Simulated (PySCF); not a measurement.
**Basis-set dependence of excited states**

Species: difluoroborane, BF2H.
SMILES with atom numbers: `[F:1][BH:2][F:3]` (hydrogens: H4 on B2)

Geometry (PBE0-D3(BJ)/def2-SVP, Å), atoms numbered from 1 in this order:
```
atom  x, y, z in Å
F1    -0.642   -1.118   -0.008
B2     0.043    0.002   -0.012
F3    -0.625    1.132    0.003
H4     1.245   -0.006   -0.028
```

TDDFT with PBE0 (PySCF), vertical singlets, core orbitals frozen in the response, spherical d and f functions. Geometry: PBE0-D3(BJ)/def2-SVP; no solvent, vibrations or thermal averaging.

| basis | functions | diffuse | S1 (eV) | S2 (eV) | S3 (eV) | S4 (eV) | S5 (eV) | LUMO (eV) | α (au) |
| --- | --- | --- | --- | --- | --- | --- | --- | --- | --- |
| 6-31G* | 44 | no | 8.83 | 9.84 | 11.37 | 12.45 | 12.67 | 0.34 | 12.0 |
| def2-SVP | 47 | no | 8.69 | 9.79 | 11.28 | 12.03 | 12.36 | -0.06 | 12.1 |
| 6-31+G* | 56 | yes | 8.66 | 9.80 | 10.35 | 10.74 | 10.79 | -0.43 | 14.5 |
| def2-SVPD | 74 | yes | 8.60 | 9.81 | 10.51 | 11.08 | 11.66 | -0.46 | 16.3 |
| aug-cc-pVDZ | 78 | yes | 8.52 | 9.71 | 10.21 | 10.51 | 10.55 | -0.52 | 16.3 |
| def2-TZVP | 99 | no | 8.63 | 9.79 | 10.98 | 11.05 | 11.73 | -0.31 | 15.0 |
| def2-TZVPD | 126 | yes | 8.58 | 9.76 | 10.19 | 10.88 | 10.97 | -0.42 | 16.6 |
| aug-cc-pVTZ | 161 | yes | 8.56 | 9.75 | 10.11 | 10.45 | 10.52 | -0.49 | 16.6 |

Q: Compare the sets with the largest diffuse one.

A: States are compared by their number. Against the largest diffuse basis here (aug-cc-pVTZ, itself not a converged limit), sets without diffuse functions differ by up to 0.27 eV in S1 and 2.16 eV in S5; the smaller diffuse sets differ by up to 0.10 and 1.15 eV. State by state, the largest deviation of a set without diffuse functions is S1 0.27, S2 0.10, S3 1.26, S4 1.99, S5 2.16 eV. The same number needn't mean the same state in each row. Against aug-cc-pVTZ the polarisability deviates by -28% in 6-31G*, -27% in def2-SVP, -13% in 6-31+G*, -2% in def2-SVPD, -2% in aug-cc-pVDZ, -9% in def2-TZVP, 0% in def2-TZVPD. A single + in a Pople set puts diffuse functions on heavy atoms only.
